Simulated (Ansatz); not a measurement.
# CH4F: the cost of one run

Method: UKS PBE0-D4/def2-SVP, in Ansatz 0.2.0.

### Step 1. The structure to begin with

Bond lengths: C3–F4 1.352 Å, C3–H5 1.085 Å, C3–H6 1.085 Å. Angles: F4–C3–H5 110.3°, F4–C3–H6 110.3°, H5–C3–H6 115.8°.

Structure file:

```xyz
6

H    -0.8078    0.4512    0.1567
H    -1.5906    0.9767    0.4224
C     0.3525   -0.2644   -0.1558
F     1.2595    0.0870    0.7830
H     0.1095   -1.3183   -0.0697
H     0.6768    0.0677   -1.1365
```

### Step 2. Run 1

150 steps of 0.5 fs at constant energy, with velocities drawn for 1000 K.

Input file input.yaml:

```yaml
crystal:
  periodic: [false, false, false]
  atoms:
    - { symbol: H, position_ang: [-0.8078, 0.4512, 0.1567] }
    - { symbol: H, position_ang: [-1.5906, 0.9767, 0.4224] }
    - { symbol: C, position_ang: [0.3525, -0.2644, -0.1558] }
    - { symbol: F, position_ang: [1.2595, 0.087, 0.783] }
    - { symbol: H, position_ang: [0.1095, -1.3183, -0.0697] }
    - { symbol: H, position_ang: [0.6768, 0.0677, -1.1365] }
magnetization:
  spin_polarized: true
  initial_magnetization: 1
basis:
  gaussian: { orbitals: def2-SVP }
hamiltonian:
  xc: pbe0
  dispersion: d4
md:
  timestep: 0.5
  n_steps: 150
  ensemble: nve
  temperature: 1000.0
  initial_velocities: maxwell_boltzmann
  seed: 700379
```

Run with:

```console
$ ansatz run input.yaml --threads 1 --pin off --max-ram 2048MiB --backend cpu --events-out ev --progress --plain --runs-dir out
```

What time and memory should one allow on 1 thread of Arm Neoverse V1, shared host?

About 3.1 min, with a peak of 0.11 GiB.
